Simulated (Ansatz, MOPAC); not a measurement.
System: C₄H₃S, net charge 0, doublet state. SMILES: c1ccs[c]1

Atoms: S1, C2, C3, C4, C5, H6, H7, H8. Bonds: S1-C2, S1-C3, C2-C4, C3-C5, C3-H6, C4-C5, C4-H7, C5-H8.

Bond lengths (Å) and angles (degrees) optimised at PM6 with MOPAC; PM7 with MOPAC; HF/6-31G* with Ansatz (a program for electronic structure); PBE/6-31G* with Ansatz; B3LYP/6-31G* with Ansatz; MP2/6-31G* with Ansatz, each started from the B3LYP-D3(BJ)/def2-TZVP structure (Ansatz) of the last column. A row stands for all coordinates that are equal there; 13 of 19 kinds are shown. 6-31G* holds six Cartesian d functions. No wavenumbers were computed at PBE/6-31G*, MP2/6-31G*, so these may be saddle points.

```
coordinate    PM6    PM7  HF/6-31G*  PBE/6-31G*  B3LYP/6-31G*  MP2/6-31G*  B3LYP-D3(BJ)/def2-TZVP
----------  -----  -----  ---------  ----------  ------------  ----------  ----------------------
S1-C2       1.695  1.684      1.728       1.720         1.720       1.680                   1.701
S1-C3       1.765  1.769      1.746       1.753         1.753       1.719                   1.736
C2-C4       1.335  1.338      1.362       1.364         1.355       1.319                   1.351
C3-C5       1.363  1.365      1.364       1.377         1.367       1.329                   1.364
C3-H6       1.074  1.073      1.071       1.090         1.082       1.082                   1.078
C4-C5       1.462  1.453      1.433       1.442         1.441       1.450                   1.435
C4-H7       1.076  1.073      1.072       1.092         1.084       1.082                   1.079
C5-H8       1.082  1.080      1.074       1.094         1.085       1.085                   1.081
C2-S1-C3     88.9   88.2       89.5        89.8          89.5        89.8                    89.8
S1-C2-C4    118.6  119.4      114.7       115.5         115.5       116.3                   115.8
S1-C3-C5    110.8  111.3      112.3       111.5         111.6       111.8                   111.6
C2-C4-C5    107.3  107.3      110.3       109.6         109.7       108.7                   109.4
C3-C5-C4    114.4  113.9      113.3       113.6         113.6       113.3                   113.4
```

Mean signed difference of all 8 bond lengths from B3LYP-D3(BJ)/def2-TZVP: PM6 0.003 Å, PM7 0.001 Å, HF/6-31G* 0.003 Å, PBE/6-31G* 0.014 Å, B3LYP/6-31G* 0.008 Å, MP2/6-31G* -0.010 Å.
